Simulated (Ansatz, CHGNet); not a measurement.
# How well does each level of theory give the TO phonon frequency at L of zinc-blende GaSb?

Reference value: 216 cm⁻¹ (measured, temperature not stated, not corrected to a static lattice; as tabulated in Ioffe Institute, NSM Archive: GaSb, mechanic properties page).

```
level (code)           value (cm⁻¹)  cell (Å³/atom)
---------------------  ------------  --------------
CHGNet 0.3.0                    120           30.00
LDA (Ansatz)                    219           27.65
PBE (Ansatz)                    202           29.99
PBE-D3(BJ) (Ansatz)             215           28.78
r²SCAN (Ansatz)                 215           28.83
HSE06 (Ansatz)                  217           28.92
LC-ωPBE (Ansatz)                ___           27.07
PBE0 (Ansatz)                   219           28.81
Hartree–Fock (Ansatz)           ___           30.14
```

Task: What belongs in the gaps?

Result: 
- LC-ωPBE (Ansatz, a first-principles code), value (cm⁻¹): 245
- Hartree–Fock (Ansatz), value (cm⁻¹): 222

Differences against the reference: CHGNet 0.3.0 -44 %, LDA +1.4 %, PBE -6.5 %, PBE-D3(BJ) -0.5 %, r²SCAN -0.5 %, HSE06 +0.5 %, LC-ωPBE +13.4 %, PBE0 +1.4 %, Hartree–Fock +2.8 %.

Once the reference is moved by up to 3.0 % (a margin picked here for doubts on the reference and the settings, and for temperature and zero-point motion) and values within 1.0 % count as equal, the nearest can be PBE-D3(BJ) (-0.5 %), r²SCAN (-0.5 %), HSE06 (+0.5 %), LDA (+1.4 %), PBE0 (+1.4 %), Hartree–Fock (+2.8 %) or PBE (-6.5 %). Farthest off among them: CHGNet 0.3.0 (-44 %). Within 10 %: LDA, PBE, PBE-D3(BJ), r²SCAN, HSE06, PBE0, Hartree–Fock.

The measured value isn't corrected to a static lattice, so vibrations enter the comparison.  LDA, PBE, PBE-D3(BJ): the solid has no gap at this level, which affects its response. PBE-D3(BJ): the dispersion coefficients are held fixed in the derivatives. Each level is taken at its own relaxed cell. Cutoffs and k meshes differ between the levels. Ansatz's density-functional and Hartree–Fock values are scalar-relativistic unless marked +SOC, with PAW data made under PBE.

Machine-learned potentials (CHGNet 0.3.0) are trained on DFT data: a solid inside that data is no test of them.

Differences are worked out from the printed values.
